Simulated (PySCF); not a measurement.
Structure with atom numbers: `[CH3:1][n:2]1[cH:3][cH:4][cH:5][n:6]1` (H(Xn): hydrogen on atom n).

GIAO PBE0/pcSseg-1 shifts (PySCF 2.14.0 with density-fitted response routines, gas phase, non-relativistic, equivalent atoms averaged), each against references optimised in the same way as the molecule (TMS, NH3).

On the GFN2-xTB geometry: C5 141.0, C3 131.7, C4 112.8, C1 39.5, N6 352.0, N2 225.4, H(C5) 7.46, H(C3) 7.39, H(C4) 6.46, H(C1) 4.06 ppm.

Question: What changes on the PBE0-D3(BJ)/def2-SVP geometry?

Answer: 
```tsv
atoms	δ (ppm)	change
C5	143.3	+2.3
C3	132.7	+1.0
C4	110.1	-2.7
C1	39.0	-0.5
N6	347.0	-5.0
N2	226.1	+0.7
H(C5)	7.47	+0.01
H(C3)	7.17	-0.22
H(C4)	6.25	-0.21
H(C1)	3.73	-0.33
```

Bonds between heavy atoms that differ most (equivalent bonds averaged): C4–C5 1.401 → 1.411 Å, N2–C3 1.348 → 1.355 Å, C5–N6 1.319 → 1.326 Å, C3–C4 1.376 → 1.382 Å, C1–N2 1.434 → 1.439 Å. Mean change of bonds to hydrogen: C–H +0.013 Å.
